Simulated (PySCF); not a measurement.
# How far each method lies from RCCSDT(Q) for SiCl⁺, singlet

Geometry: that of the SiCl, doublet, kept fixed.

```xyz
2

Si    0.0000    0.0000    0.0000
Cl    0.0000    0.0000    2.0671
```

Basis cc-pVDZ; PySCF 2.14.0. Correlated methods freeze the noble-gas cores, which leaves 10 electrons in 26 orbitals. Prefix R: restricted or restricted open-shell reference.

Full CI isn't at hand for all of this; RCCSDT(Q) serves as the reference, and is uncertain by the last step of the cluster series or more.

- T1 diagnostic (ROHF- or RHF-based CCSD): 0.0233
- largest doubles amplitude (ROHF- or RHF-based CCSD): 0.073

```tsv
level	E − E(RHF) (eV)
RMP2	-5.3143
RCCSD	-5.9968
RCCSD(T)	-6.2102
```

Problem. Estimate how far RCCSDT(Q) in cc-pVDZ lies from RCCSD(T). The table doesn't fix it; the size of (T) and the diagnostics are the guide.

Solution. RCCSDT(Q) in cc-pVDZ lies 45 meV below RCCSD(T), which is 21 % of the (T) step (-213 meV). T1 is raised, but (T) still catches most of what CCSD lacks. The miss exceeds 1 kcal/mol.

The other levels:

```json
{"level": "RCCSDT", "E − E(RCCSDT(Q)) (meV)": "20", "share of correlation (%)": "99.68", "wall time": "–"}
```

The correlation energy at RCCSDT(Q), counted from RHF, is -6.255 eV. That run took 14 s on 1 thread of Arm Neoverse V1, shared host.

Times are those of the correlated step on a shared host, with one SCF added for the restricted CCSD run; they ran on 1 thread of Arm Neoverse V1.
